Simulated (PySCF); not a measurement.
Published values to compare with (the computed states carry no symmetry labels, so the two lists aren't matched line by line):

```json
{"state": "3B1u(π→π*)", "E (eV)": "3.95", "f": "", "kind of transition": "band maximum or as reported", "source": "[1]"}
{"state": "3B1u(π→π*)", "E (eV)": "4.12", "f": "", "kind of transition": "vertical absorption", "source": "[2]"}
{"state": "3B1u(π→π*)", "E (eV)": "4.16", "f": "", "kind of transition": "vertical absorption", "source": "[3]"}
{"state": "3E1u(π→π*)", "E (eV)": "4.75", "f": "", "kind of transition": "band maximum or as reported", "source": "[1]"}
{"state": "3E1u(π→π*)", "E (eV)": "4.85", "f": "", "kind of transition": "vertical absorption", "source": "[3]"}
{"state": "1B2u(π→π*)", "E (eV)": "4.90", "f": "", "kind of transition": "band maximum or as reported", "source": "[1]"}
{"state": "3E1u(π→π*)", "E (eV)": "4.90", "f": "", "kind of transition": "vertical absorption", "source": "[2]"}
{"state": "1B2u(π→π*)", "E (eV)": "5.05", "f": "", "kind of transition": "vertical absorption", "source": "[4]"}
{"state": "1B2u(π→π*)", "E (eV)": "5.06", "f": "", "kind of transition": "vertical absorption", "source": "[3]"}
{"state": "1B2u(π→π*)", "E (eV)": "5.07", "f": "", "kind of transition": "vertical absorption", "source": "[2]"}
{"state": "3B2u(π→π*)", "E (eV)": "5.60", "f": "", "kind of transition": "band maximum or as reported", "source": "[1]"}
{"state": "3B2u(π→π*)", "E (eV)": "5.81", "f": "", "kind of transition": "vertical absorption", "source": "[3]"}
{"state": "3B2u(π→π*)", "E (eV)": "6.04", "f": "", "kind of transition": "vertical absorption", "source": "[2]"}
{"state": "1B1u(π→π*)", "E (eV)": "6.20", "f": "", "kind of transition": "band maximum or as reported", "source": "[1]"}
{"state": "1E1g(π→3s)", "E (eV)": "6.33", "f": "", "kind of transition": "band maximum or as reported", "source": "[1]"}
{"state": "1B1u(π→π*)", "E (eV)": "6.43", "f": "", "kind of transition": "vertical absorption", "source": "[4]"}
{"state": "1B1u(π→π*)", "E (eV)": "6.45", "f": "", "kind of transition": "vertical absorption", "source": "[3]"}
{"state": "1E1g(π→3s)", "E (eV)": "6.52", "f": "", "kind of transition": "vertical absorption", "source": "[4]"}
{"state": "1E1g(π→3s)", "E (eV)": "6.52", "f": "", "kind of transition": "vertical absorption", "source": "[3]"}
{"state": "1B1u(π→π*)", "E (eV)": "6.68", "f": "", "kind of transition": "vertical absorption", "source": "[2]"}
{"state": "1A2u(π→3p)", "E (eV)": "6.93", "f": "", "kind of transition": "band maximum or as reported", "source": "[1]"}
{"state": "1E2u(π→3p)", "E (eV)": "6.95", "f": "", "kind of transition": "band maximum or as reported", "source": "[1]"}
{"state": "1A2u(π→3p)", "E (eV)": "7.08", "f": "", "kind of transition": "vertical absorption", "source": "[4]"}
{"state": "1A2u(π→3p)", "E (eV)": "7.08", "f": "0.066", "kind of transition": "vertical absorption", "source": "[3]"}
{"state": "1E2u(π→3p)", "E (eV)": "7.15", "f": "", "kind of transition": "vertical absorption", "source": "[4]"}
{"state": "1E2u(π→3p)", "E (eV)": "7.15", "f": "", "kind of transition": "vertical absorption", "source": "[3]"}
{"state": "1E1u(π→π*)", "E (eV)": "7.17", "f": "", "kind of transition": "vertical absorption", "source": "[4]"}
{"state": "1A1u(π→3p)", "E (eV)": "7.23", "f": "", "kind of transition": "vertical absorption", "source": "[4]"}
```

[1] measured, gas; Loos, Lipparini, Boggio-Pasqua, Scemama, Jacquemin (2019), arXiv:1912.04173, literature columns
[2] computed, CC3/TZVP, gas; arXiv:2401.06101 (2024), CC3 reference column of Thiel's set
[3] computed, theoretical best estimate (aug-cc-pVTZ, frozen core, CC3 geometry), gas; Veril, Scemama, Caffarel, Lipparini, Boggio-Pasqua, Jacquemin, Loos, WIREs Comput. Mol. Sci. 2021, 11, e1517 (QUESTDB)
[4] computed, theoretical best estimate (aug-cc-pVTZ), revised with CC4, gas; Loos, Lipparini, Matthews, Blondel, Jacquemin, revising reference values with EOM-CC4 (2022), arXiv:2204.11658

Species: C6H6.
Numbering: `[cH:1]1[cH:2][cH:3][cH:4][cH:5][cH:6]1` (hydrogens: H7 on C1; H8 on C2; H9 on C3; H10 on C4; H11 on C5; H12 on C6)

The calculation used TDDFT PBE0/def2-SVPD, vertical, gas phase, core orbitals frozen in the response (PySCF). Isolated species at its PBE0-D3(BJ)/def2-SVP geometry, gas phase.

Computed singlets: 5.51 eV (f 0.000); 6.22 eV (f 0.000); 7.18 eV (f 1.201 summed over 2 states); 7.21 eV (f 0.000 summed over 2 states); 7.70 eV (f 0.000); 7.76 eV (f 0.073); 7.78 eV (f 0.000 summed over 2 states). Computed triplets (Tamm–Dancoff): 4.10, 4.79, 4.79 eV.

Q: How does the lowest computed singlet compare with the best estimate listed for the lowest singlet (vertical absorption)?

A: 5.51 eV against 5.05 eV for 1B2u(π→π*) [4]: a difference of +0.46 eV. Geometry and basis of the two calculations needn't be the same.

Q: How does the lowest computed triplet compare with the best estimate listed for the lowest triplet (vertical absorption)?

A: 4.10 eV against 4.16 eV for 3B1u(π→π*) [3]: a difference of -0.06 eV. Geometry and basis of the two calculations needn't be the same.

Note on [4]: revises the 2021 QUESTDB value.

A measured band maximum holds vibronic effects and, in solution, solvent shifts, so it needn't equal the vertical energy.

All these states lie below the vertical ionisation energy of 9.31 eV (ΔSCF).

Hardware: an x86-64 server with one thread, shared host. Cost: 40 s of wall time.
